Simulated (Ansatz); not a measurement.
Born–Oppenheimer molecular dynamics of CH8Si2 (11 atoms, charge 0, multiplicity 1). It starts at the highest image of a converged band. Of that band: The profile has 2 maxima (images 3, 7) with wells between them (image 4): this band takes more than one step, which may be the mechanism or a detour left from its start path. A structure lower than the last end lies on the path between it and the top, so the climb from that side starts below the end, which may itself be a saddle point or a shallow side well. Neighbouring images differ by up to 2.0 eV, so the band resolves the path poorly. A vibrational analysis at the climbing image gives one clearly imaginary mode, 1187i cm⁻¹: a first-order saddle point.

The calculation used RKS B3LYP-D4/def2-SVP in Ansatz.

```yaml
ensemble: NVE (velocity Verlet)
time_step: 0.5 fs
steps_asked: 200
starting_velocities_drawn_for: 100 K
seed: 6895
```

First frame:

```xyz
11
Properties=species:S:1:pos:R:3
Si -0.487 0.401 0.331
H 0.632 0.336 1.373
C 1.770 -0.249 0.476
H 1.828 -1.255 0.909
H 1.973 -0.254 -0.600
H 2.446 0.448 0.990
H -0.097 1.412 -0.711
Si -0.868 -1.667 -0.719
H -0.789 -2.745 0.314
H -2.235 -1.692 -1.321
H 0.124 -1.981 -1.795
```

(1) How far do the bonds stretch over the last three quarters of this one trajectory? (Pairs bonded in most of those frames.)

Results:

(1) 
| bond | mean (Å) | spread (Å) | shortest | longest |
| --- | --- | --- | --- | --- |
| Si1–H2 | 1.552 | 0.079 | 1.42 | 1.71 |
| Si1–C3 | 1.989 | 0.191 | 1.69 | 2.31 |
| Si1–H7 | 1.511 | 0.024 | 1.46 | 1.55 |
| Si1–Si8 | 2.374 | 0.037 | 2.33 | 2.44 |
| C3–H4 | 1.107 | 0.008 | 1.09 | 1.13 |
| C3–H5 | 1.113 | 0.017 | 1.09 | 1.15 |
| C3–H6 | 1.109 | 0.018 | 1.07 | 1.14 |
| Si8–H9 | 1.502 | 0.020 | 1.46 | 1.53 |
| Si8–H10 | 1.498 | 0.007 | 1.49 | 1.51 |
| Si8–H11 | 1.503 | 0.029 | 1.45 | 1.56 |

Mean temperature of the second half: 1285 K. The conserved energy stayed within 0.21 meV per atom of its start (net change -0.15 meV per atom), so the integration is sound. The kinetic energy rose, since the run started high on the potential surface and went downhill. A run of 0.1 ps of so small a system gives no equilibrium averages. The orbitals stay closed-shell, which can raise the energy where a bond breaks towards radicals; this wasn't checked here.

The run took 5.9 min on 2 threads of Arm Neoverse V1 (shared host), peak memory 0.17 GiB.
